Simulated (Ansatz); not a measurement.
**A relaxation, step by step**

SiNH₄Cl, singlet, PBE0-D4/def2-TZVP (Ansatz 0.2.0). Settings:

```yaml
hamiltonian: {xc: pbe0, dispersion: d4}
relax: {f_tol: 0.005, max_steps: 200}
```

Start, a step off a saddle point along its unstable mode:

Si1  (-0.455, -0.260, -0.127)
H2  (0.548, 0.671, 1.290)
N3  (0.695, 0.184, -1.075)
H4  (0.793, 0.797, 0.791)
H5  (-1.733, 0.423, 0.292)
Cl6  (-0.615, -2.061, 0.885)
H7  (0.768, 0.247, -2.057)
(Å)

| step | energy less the last (meV) | largest force component (eV/Å) |
| --- | --- | --- |
| 1 | 1627.3 | 11.570 |
| 2 | 487.8 | 1.844 |
| 3 | 364.7 | 0.410 |
| 4 | 272.5 | 0.579 |
| 5 | 191.3 | 1.976 |
| 6 | 109.4 | 1.919 |
| 7 | 73.0 | 0.658 |
| 8 | 45.2 | 0.769 |
| 9 | 15.9 | 0.580 |
| 10 (rejected trial) | 49.4 | 1.060 |
| 11 | 2.1 | 0.127 |
| 12 | 0.7 | 0.045 |
| 13 | 0.5 | 0.029 |
| 14 | 0.4 | 0.064 |
| 15 | 0.1 | 0.020 |
| 16 | 0.0 | 0.011 |
| 17 | 0.0 | 0.014 |
| 18 | 0.0 | 0.006 |
| 19 | 0.0 | 0.002 |

Step 9, positions (Å) and forces (eV/Å):

```json
{"atom": "Si1", "x": "-0.603", "y": "-0.472", "z": "-0.466", "Fx": "0.340", "Fy": "-0.075", "Fz": "-0.098"}
{"atom": "H2", "x": "0.705", "y": "0.922", "z": "2.089", "Fx": "0.073", "Fy": "0.041", "Fz": "-0.088"}
{"atom": "N3", "x": "0.543", "y": "-0.363", "z": "-1.565", "Fx": "-0.224", "Fy": "0.546", "Fz": "-0.366"}
{"atom": "H4", "x": "1.133", "y": "1.127", "z": "1.507", "Fx": "-0.077", "Fy": "-0.041", "Fz": "0.093"}
{"atom": "H5", "x": "-1.734", "y": "0.421", "z": "-0.126", "Fx": "-0.030", "Fy": "-0.105", "Fz": "0.054"}
{"atom": "Cl6", "x": "-0.577", "y": "-2.063", "z": "0.789", "Fx": "-0.088", "Fy": "0.214", "Fz": "-0.112"}
{"atom": "H7", "x": "0.533", "y": "0.427", "z": "-2.227", "Fx": "0.006", "Fy": "-0.580", "Fz": "0.517"}
```

Step 13, positions (Å) and forces (eV/Å):

```
atom       x       y       z      Fx      Fy      Fz
 Si1  -0.585  -0.457  -0.476  -0.029  -0.016   0.001
  H2   0.696   0.956   2.129   0.009   0.004  -0.013
  N3   0.520  -0.359  -1.604   0.013   0.022  -0.025
  H4   1.145   1.089   1.546  -0.011  -0.002   0.009
  H5  -1.743   0.394  -0.119   0.016   0.000   0.004
 Cl6  -0.570  -2.027   0.789   0.001   0.006   0.001
  H7   0.536   0.405  -2.266   0.000  -0.014   0.023
```

Step 17, positions (Å) and forces (eV/Å):

```csv
atom,x,y,z,Fx,Fy,Fz
Si1,-0.582,-0.466,-0.464,-0.014,0.004,0.011
H2,0.689,0.981,2.097,0.001,0.001,-0.002
N3,0.525,-0.360,-1.589,0.005,0.006,-0.010
H4,1.127,1.083,1.499,-0.001,-0.001,0.002
H5,-1.719,0.402,-0.082,0.009,-0.008,-0.003
Cl6,-0.593,-2.063,0.768,-0.001,0.001,-0.001
H7,0.552,0.423,-2.228,0.001,-0.004,0.002
```

Last step (19):

```
atom    x (Å)    y (Å)    z (Å)
 Si1  -0.5825  -0.4669  -0.4639
  H2   0.6899   0.9853   2.0957
  N3   0.5255  -0.3598  -1.5886
  H4   1.1284   1.0821   1.4978
  H5  -1.7190   0.4002  -0.0808
 Cl6  -0.5953  -2.0657   0.7652
  H7   0.5531   0.4250  -2.2256
```

The run took about 34 s on 2 CPU threads of an Arm Neoverse V2 (shared host).
